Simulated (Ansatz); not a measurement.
Saddle point of SiH₃O, doublet (SiH₃O ([O][SiH3]) → SiH₃O ([OH][SiH2]); bonds formed: H1–O3; bonds broken: H1–Si2), PBE0-D4/def2-TZVP structure:

```
5
angstrom
H -1.1953 -0.6739 -0.1482
Si 0.0983 0.1974 0.0884
O -0.0071 -1.2290 -0.6618
H 0.7414 0.2787 1.4259
H 0.3628 1.4269 -0.7041
```

Energies are electronic, without zero-point energy. Barriers and step energies count from the start structure reached by relaxing down the imaginary mode; all methods use the PBE0-D4 structures, on which another method's saddle can fall below an end. Program: Ansatz 0.2.0. Basis: def2-TZVPP, with def2-QZVPP for the basis limit. Cores are frozen in the correlated methods; orbitals are unrestricted. B3LYP uses VWN-RPA correlation. Extrapolation: Hartree–Fock as exp(−7.88 √X), correlation as X^−2.97.

```csv
method,barrier (eV),step energy (eV)
SPW92,0.287,-1.498
PBE-D4,0.552,-1.241
BLYP-D4,0.712,-1.089
r2SCAN-D4,0.717,-1.168
B97M-V,0.838,-1.038
PBE0-D4,0.763,-1.214
B3LYP-D4,?,-1.105
r2SCAN0-D4,0.884,-1.137
BHLYP-D4,1.160,-0.963
CAM-B3LYP-D4,?,-1.147
wB97X-V,0.886,-1.096
wB97M-V,0.864,-1.126
B2PLYP,0.826,-1.199
PBE-QIDH,0.871,-1.269
RPA on PBE,0.873,-1.070
HF,1.829,-0.552
MP2,?,-1.522
CCSD,0.991,-1.129
CCSD(T),0.875,-1.188
```

Question: Fill in the withheld barriers. (To be estimated.)

Answer: Computed: B3LYP-D4 0.845; MP2 0.830; CAM-B3LYP-D4 0.869 eV. Each is the energy of the saddle less that of the start structure, by the same method.

For comparison, the barrier by CCSD(T) at an estimated basis limit (MP2 extrapolated from triple and quadruple zeta, plus CCSD(T) − MP2 in triple zeta) is 0.811 eV.

The T1 diagnostic stays at or below 0.029. ⟨S²⟩ of the unrestricted Hartree–Fock references: 0.75 to 0.79 (a pure state has 0.75).

Labels in which every atom is bracketed show which atoms are joined, not bond orders.

For scale, one of the runs: CCSD(T)/def2-TZVPP, 115 basis functions, launched by `ansatz run in.yaml --threads 2 --pin off --events-out ev --progress --plain --max-ram 4352MiB`. Time: 15 s of wall clock on 2 CPU threads of an Arm Neoverse V1; the host was shared. Peak host memory: 0.89 GiB.
